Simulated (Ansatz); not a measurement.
Computed with Ansatz on PBE0-D4/def2-TZVP structures; ΔE is electronic, products minus reactants. CCSD(T)/CBS adds triple-zeta CCSD(T) − MP2 to the extrapolated MP2 energy (def2 sets, frozen cores). DFT in def2-TZVPP. HSE06 is defined as in plane-wave codes. Each species was taken in one conformer, which may not be the lowest.

`C=C(N)OC` + `CPC` → `CP(C)C` + `C=C(N)O`  (substitution at a C–O bond)

| level | ΔE (kJ/mol) | difference from CCSD(T)/CBS |
| --- | --- | --- |
| LDA (SPW92) | -64.0 | 4.4 |
| r2SCAN-D4 | -67.7 | 0.7 |
| r2SCAN | -67.4 | 1.0 |
| HSE06 | -66.7 | 1.7 |
| BHLYP | -59.6 | 8.8 |
| MP2/def2-SVP | -57.4 | 11.0 |
| HF/def2-TZVPP | -55.6 | 12.8 |
| MP2/def2-TZVPP | -70.9 | -2.5 |
| HF/CBS(def2) | -55.6 | 12.8 |
| MP2/CBS(def2) | -75.5 | -7.1 |
| CCSD(T)/CBS | -68.4 | 0 |

Largest T1 diagnostic among the species: 0.012.

In def2-TZVPP, CCSD(T) changes the Hartree–Fock value by −8.2 kJ/mol (the triples alone add −0.7 kJ/mol) and MP2 by −15.3 kJ/mol. Leaving LDA and LC-ωPBE aside and taking each functional with its dispersion term where it has one, the values, not all of them listed here, spread over 8.2 kJ/mol, from PBE-QIDH to CAM-B3LYP-D4. At CCSD(T), def2-SVP lies +19.0 kJ/mol from the extrapolated value and def2-TZVPP +4.6 kJ/mol.
